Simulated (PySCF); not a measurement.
Molecule: SMILES S=P([S-])([S-])[S-], [PS4]3-.

Atom-mapped SMILES (the numbers label the heavy atoms): `[S:1]=[P:2]([S-:3])([S-:4])[S-:5]`.

Geometry PBE0-D3(BJ)/def2-SVP throughout; GIAO in PySCF 2.14, gas phase, one conformer, non-relativistic; equivalent atoms averaged; basis pcSseg-2.

Question: How do the absolute shieldings σ depend on the functional? (ppm; last column core-seconds on 1 thread of an Arm Neoverse V2, shared host)

Answer: 
```tsv
functional	kind	S1/S3/S4/S5	P2	core-s
WP04	global hybrid	204.5	57.1	13
B97-2	global hybrid	270.7	116.9	13
BHandHLYP	global hybrid	300.6	96.2	13
CAM-B3LYP	range-separated hybrid	267.2	73.5	19
wB97X-D	range-separated hybrid	280.0	95.6	20
LC-wPBE	range-separated hybrid	340.0	118.8	23
```

Question: Which nucleus moves most, in ppm?

Answer: S1/S3/S4/S5 (sulfur bonded to P): from 204.5 ppm with WP04 to 340.0 ppm with LC-wPBE. The smallest spread is 61.8 ppm, at P2.
